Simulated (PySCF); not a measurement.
**MO for M along the third period**

PBE0 with triple-zeta basis sets in PySCF, for the lowest determinant that a PBE0 search found; no spin–orbit coupling. De refers to high-spin ground-configuration atoms. A positive dipole means M(−)O(+).

```csv
M,basis,state (unpaired electrons),Re (Å),ωe (cm⁻¹),De (eV),μ (D)
Na,x2c-TZVPPall,doublet (π ↑),2.046,493,2.54,-7.77
Al,def2-TZVPP,doublet (σ ↑),1.618,967,5.05,-4.21
Si,def2-TZVPP,singlet (closed shell),1.508,1274,7.90,-3.05
P,def2-TZVPP,doublet (π ↑),1.474,1288,5.99,-2.05
S,x2c-TZVPPall,triplet (π ↑↑),1.480,1198,5.46,-1.59
```

The shortest bond is that of PO (1.474 Å), the longest that of NaO (2.046 Å). SiO is bound most strongly (7.90 eV) and NaO least (2.54 eV).

The rows differ in basis set, which adds steps of its own.

The state changes along the series, so neighbouring rows are not always alike in their bonding.

States were picked by a PBE0 search and need not be the measured ground states.
